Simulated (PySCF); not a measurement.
# Vertical excitation energies

C5H14P (charge +1).
InChI=1S/C5H13P/c1-3-4-5-6-2/h6H,3-5H2,1-2H3/p+1

Method used: PySCF, TDDFT PBE0/def2-SVPD, vertical, gas phase, core orbitals frozen in the response. Isolated species at its GFN2-xTB geometry (one conformer only). Torsions of this conformer, `[CH3:1][CH2:2][CH2:3][CH2:4][PH2+:5][CH3:6]`: C1–C2–C3–C4 -175°, C2–C3–C4–P5 -52°, C3–C4–P5–C6 -164°.

```csv
state,λ (nm),E (eV),f,"main configurations (H = HOMO, L = LUMO)"
S1,158.0,7.84,0.027,"H→L (59%), H-1→L (37%)"
S2,157.9,7.85,0.0018,"H-1→L (60%), H→L (35%)"
S3,154.5,8.03,0.0060,H→L+1 (92%)
S4,153.9,8.06,0.017,H-1→L+1 (91%)
S5,151.2,8.20,0.0009,H-2→L (95%)
S6,148.2,8.37,0.0014,"H→L+2 (80%), H-1→L+2 (16%)"
S7,147.5,8.40,0.0019,"H-1→L+2 (81%), H→L+2 (16%)"
S8,146.9,8.44,0.047,H-2→L+1 (93%)
```

Triplets, Tamm–Dancoff:

| state | E (eV) | λ (nm) | main configurations (H = HOMO, L = LUMO) |
| --- | --- | --- | --- |
| T1 | 7.69 | 161.3 | H→L (58%), H-1→L (21%), H→L+1 (8%) |
| T2 | 7.80 | 159.0 | H-1→L (68%), H→L (23%) |
| T3 | 7.91 | 156.8 | H→L+1 (51%), H-1→L+1 (26%), H→L (10%) |

The lowest singlet comes at 158 nm (757 kJ/mol) in the vacuum ultraviolet; it is weak; its leading configuration is HOMO→LUMO (59%). The strongest level in the table is S8 at 8.44 eV (147 nm, f = 0.047). It is the last of those listed, so stronger ones may follow. S1/S2 lie within about 0.01 eV of each other. Löwdin shares by element: HOMO (one of a set within 0.03 eV) carbon 46% or more, hydrogen 19% or more (atoms not listed hold the other 34%); LUMO phosphorus 38%, hydrogen 27% or more, carbon 12% or more (atoms not listed hold the other 23%). Orbital energies (eV): HOMO-3 -14.23, HOMO-2 -13.59, HOMO-1 -13.18, HOMO -13.16, LUMO -4.37, LUMO+1 -4.11, LUMO+2 -3.80. Weighted by f, the mean energy of these states is 8.18 eV. The listed states span 0.60 eV. No computed singlet lies in the visible range (380 to 750 nm); the lowest, at 158 nm, stands 4.58 eV above its violet end (3.26 eV). Singlets were solved by full linear response, triplets in the Tamm–Dancoff approximation.
